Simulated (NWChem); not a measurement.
**Atomisation of Na$_{2}$**

SMILES: [Na][Na]
```xyz
2

Na     0.0000     0.0000     1.5625
Na     0.0000     0.0000    -1.5625
```
Charge 0, spin multiplicity 1.

Everything below was run with NWChem. All single points use one geometry, from PBE0/def2-SVP, a minimum by its harmonic frequencies.

Basis set: def2-TZVP. The atomisation energy is electronic alone: no zero-point, thermal, spin-orbit or counterpoise terms. No value is extrapolated to the basis-set limit. Free atoms are single determinants with multiplicities Na 2. Correlated methods freeze the same cores in atoms and molecule, 2 orbitals in all.

B3LYP has NWChem's definition, with VWN1-RPA local correlation. The structure started from a generated list of species. The stability of the SCF solutions was not checked. Open-shell Hartree-Fock references start from PBE0 orbitals. Coupled-cluster values serve here as a point of comparison, not as the truth.

```csv
method,atomisation energy (kcal/mol)
HF,…
B3LYP,17.0
PBE0,…
LDA (SVWN5),20.2
BP86,16.5
PBE,17.8
BLYP,17.7
TPSS,…
MP2,…
CCSD(T),16.9
```

What belongs in the gaps?


- HF, atomisation energy (kcal/mol): -0.4
- PBE0, atomisation energy (kcal/mol): 15.9
- TPSS, atomisation energy (kcal/mol): 19.3
- MP2, atomisation energy (kcal/mol): 12.0
